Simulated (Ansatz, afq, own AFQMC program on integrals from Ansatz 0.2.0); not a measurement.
AFQMC on a folder of integrals that Ansatz 0.2.0 wrote.

```yaml
crystal:
  periodic: [false, false, false]
  atoms:
    - {symbol: B, position_ang: [-1.360507, 0.000000, 0.000000]}
    - {symbol: H, position_ang: [-1.957240, 1.033571, 0.000000]}
    - {symbol: H, position_ang: [-1.957240, -1.033571, 0.000000]}
    - {symbol: H, position_ang: [0.165493, 0.000000, 0.000000]}
    - {symbol: O, position_ang: [1.155493, 0.000000, 0.000000]}
basis:
  gaussian: {orbitals: cc-pVTZ}
magnetization: {spin_polarized: true, initial_magnetization: 2}
correlation: {method: ccsd_t, electrons: outside_noble_gas, hamiltonian_folder: ham}
```

```sh
$ ansatz run in.yaml --threads 1 --pin off --events-out ev --progress --plain --max-ram 16896MiB --backend cuda --devices 0, --max-vram 18GiB
```

Options of the walk:

```
--method phaseless --trial cisd --walkers 1000 --populations 20 --least-time 60 --time-step 0.005 --steps-per-block 50 --equilibration-blocks 28 --max-blocks 4000 --target-error 0.00021 --factor-cut 1e-05 --start spin_pure --seed 3178 --release-times 0.24,0.51,0.99,1.62,2.4 --release-step 0.03 --release-every 3 --taylor-order 6
```

Times are imaginary, in 1/Eh. The walk had a cap of 242 s. With eight or more populations the least sampling time is a fifth of least-time, and the error comes from their spread.

afq prints:

```
orbitals 100  electrons 7 5  factors 588 of 588
reference energy -101.15728195 Eh
CCSD correlation -0.32448594 Eh in 13 cycles, weight of the determinant in the CISD state 0.8991
energy of the start -101.480980 Eh
 block  time / (1/Eh)  mean weight  energy / Eh
     1     0.250  1.0003  -101.479910
     2     0.500  1.0010  -101.482235
     3     0.750  1.0006  -101.484991
     4     1.000  0.9993  -101.487043
     5     1.250  1.0004  -101.488730
     8     2.000  0.9996  -101.490375
    11     2.750  0.9994  -101.491494
    17     4.250  0.9998  -101.493353
    23     5.750  0.9990  -101.490956
    29     7.250  1.0002  -101.490625
    35     8.750  1.0011  -101.490248
    41    10.250  1.0006  -101.494038
    47    11.750  1.0002  -101.490764
    53    13.250  1.0000  -101.491186
    59    14.750  1.0004  -101.490821
    65    16.250  1.0001  -101.491248
    71    17.750  0.9995  -101.491320
    77    19.250  0.9988  -101.491436
    83    20.750  0.9985  -101.490082
    89    22.250  1.0000  -101.488915
    93    23.250  0.9987  -101.488242
    95    23.750  1.0008  -101.492168
    97    24.250  1.0005  -101.490617
error from the spread of 20 populations
released: time / (1/Eh)  energy / Eh  error  mean overlap
  0.24  -101.491297  0.000145  0.9943
  0.51  -101.491530  0.000204  0.9869
  0.99  -101.491749  0.000244  0.9778
  1.62  -101.492007  0.000239  0.9571
  2.40  -101.491349  0.000370  0.9545
energy -101.490983 +/- 0.000206 Eh
(rows thinned)
```

The run passed its tests (sampling time, drift between the halves within three errors, error under three times the target), which doesn't prove that it has relaxed.

Against this walk (error 5.6 meV) on the same determinant: CCSD(T) 16.5 meV higher. The error is statistical and leaves out the bias of the constraint. Released to 2.40 1/Eh the energy moves by -10 ± 12 meV (both errors), within twice the noise.

Cautions: constraint bias not in the error; lower spins were not checked.

The walk took 81 s on 1 × NVIDIA H100 80GB HBM3 with 2 threads of AMD EPYC 7R13 Processor (Zen 3), on a shared host (the card was shared). The log's last line is the phaseless energy.

A walk keeps the symmetry of its determinant, which the program's search chose and which needn't be the lowest solution, so a lower state of the same spin and another symmetry isn't excluded.
